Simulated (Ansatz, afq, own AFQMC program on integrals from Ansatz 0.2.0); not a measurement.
**CH$_{2}$Si, triplet: AFQMC among the cluster methods**

```yaml
atoms:
  - { symbol: Si, position_ang: [0.0000, 0.0000, 0.4697] }
  - { symbol: C, position_ang: [0.0000, 0.0000, -1.3049] }
  - { symbol: H, position_ang: [0.0000, 1.2713, 1.2312] }
  - { symbol: H, position_ang: [0.0000, -1.2713, 1.2312] }
```

Connectivity, by distances: SiH2–C.

Basis cc-pVDZ. Only valence electrons are correlated. Integrals, coupled cluster, full CI and functionals: Ansatz 0.2.0; the random walks run on the same integrals in our own AFQMC program. ph-AFQMC/CISD is guided by a CISD state made of CCSD amplitudes; releasing the constraint for a short imaginary time cuts its bias at the price of noise, slowly where states lie close. ± is one standard error of the sampling.

Determinant: ROHF, the one that the program's search chose, which needn't be the lowest solution. The geometry is a PBE0/def2-TZVP stationary point of this or a neighbouring charge and spin state.

No full CI on the walks' own integrals is used here; CCSDT(Q) serves as the reference and is uncertain by about the last step of the cluster series.

Cautions: another spin lies lower (by 93 meV); a spin-contaminated unrestricted determinant lies lower (UHF 881 meV lower, ⟨S²⟩ 2.64); the search met a lower determinant of the same kind, perhaps of another symmetry (85 meV lower); strong correlation (T1 0.051, weight of the determinant 0.82, largest double 0.17); the released energies have errors that jump between times, so the bars are unsure, so no released level is given (meV from the phaseless value at times in 1/Eh: -7 ± 3 at 0.24, -7 ± 6 at 0.51, -19.3 ± 2.1 at 0.99, -35 ± 8 at 1.62, -30 ± 3 at 2.40).

```
T1 diagnostic                               : 0.0509
weight of the determinant in the CISD state : 0.821
size of the correlated space                : 10 electrons in 36 orbitals
```

Reference: CCSDT(Q), correlation energy -6.459 eV.

```csv
level,E − E(reference) (kcal/mol),share of correlation (%)
HF,148.94,0.00
MP2,32.81,77.97
CCSD,7.50,94.96
CCSD(T),1.70,98.86
CCSDT,0.50,99.67
ph-AFQMC/CISD,1.08 ± 0.09,99.28
```

A walk keeps the symmetry of its determinant, which the program's search chose and which needn't be the lowest solution, so a lower state of the same spin and another symmetry isn't excluded.
